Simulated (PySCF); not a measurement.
C5H10S.
SMILES with atom numbers: `[CH3:1][CH2:2][CH2:3][C:4]([CH3:5])=[S:6]` (hydrogens: H7, H8, H9 on C1; H10, H11 on C2; H12, H13 on C3; H14, H15, H16 on C5)

The calculation used core-valence-separated Tamm–Dancoff BHandHLYP/aug-pcX-1 (pcseg-1 on H, def2-SVPD on S) in PySCF, non-relativistic, gas phase, PBE0-D3(BJ)/def2-SVP geometry.

Computed carbon K-edge spectrum, Gaussian lines of 0.5 eV full width, highest printed point 100; it ends one width below the last computed root. BHandHLYP without relativity tends to put these K edges a few eV too low, so spacings mean more than positions.

(photon energy (eV), absorption): (281.3, 0), (281.4, 1), (281.5, 4), (281.6, 10), (281.7, 22), (281.8, 38), (281.9, 53), (282.0, 59), (282.1, 53), (282.2, 38), (282.3, 22), (282.4, 10), (282.5, 4), (282.6, 1), (282.7, 0), (282.8, 0), (282.9, 0), (283.0, 0), (283.1, 0), (283.2, 0), (283.3, 0), (283.4, 0), (283.5, 0), (283.6, 0), (283.7, 0), (283.8, 0), (283.9, 0), (284.0, 0), (284.1, 1), (284.2, 2), (284.3, 3), (284.4, 5), (284.5, 7), (284.6, 8), (284.7, 7), (284.8, 6), (284.9, 6), (285.0, 6), (285.1, 7), (285.2, 7), (285.3, 8), (285.4, 10), (285.5, 15), (285.6, 22), (285.7, 31), (285.8, 43), (285.9, 54), (286.0, 65), (286.1, 74), (286.2, 82), (286.3, 90), (286.4, 98), (286.5, 100), (286.6, 92), (286.7, 75), (286.8, 54), (286.9, 35)

Problem. Where are the maxima, and which lines make them up?

Solution. 3 maxima:
- 282.0 eV: C4 (thiocarbonyl carbon), 282.00 eV, f = 0.078, 1s→π*, 100 % of the height at the exact maximum
- 284.6 eV: C2 (chain CH2 carbon), 284.57 eV, f = 0.010, 95 % of the height at the exact maximum
- 286.5 eV: C5 (methyl carbon), 286.48 eV, f = 0.034, 26 % of the height at the exact maximum; C3 (chain CH2 carbon), 286.56 eV, f = 0.032, 23 % of the height at the exact maximum; C2 (chain CH2 carbon), 286.41 eV, f = 0.028, 20 % of the height at the exact maximum; C5 (methyl carbon), 286.66 eV, f = 0.033, 17 % of the height at the exact maximum

Further lines of some strength in the range: C1, 285.08 eV, f = 0.007; C5, 285.70 eV, f = 0.011; C2, 285.81 eV, f = 0.014; C3, 285.96 eV, f = 0.020; C1, 286.13 eV, f = 0.053, sum of 2.

Roots within 0.03 eV on the same or equivalent atoms count as one line; shares under 12 % aren't listed.

Vibrational structure and lifetime widths aren't in the curve. The ionisation threshold wasn't computed; near and above it a finite basis only mimics Rydberg series and continuum.

Conformer computed: `[CH3:1][CH2:2][CH2:3][C:4]([CH3:5])=[S:6]`: C1–C2–C3–C4 -177°, C2–C3–C4–C5 -75°.

One conformer stands for the species.
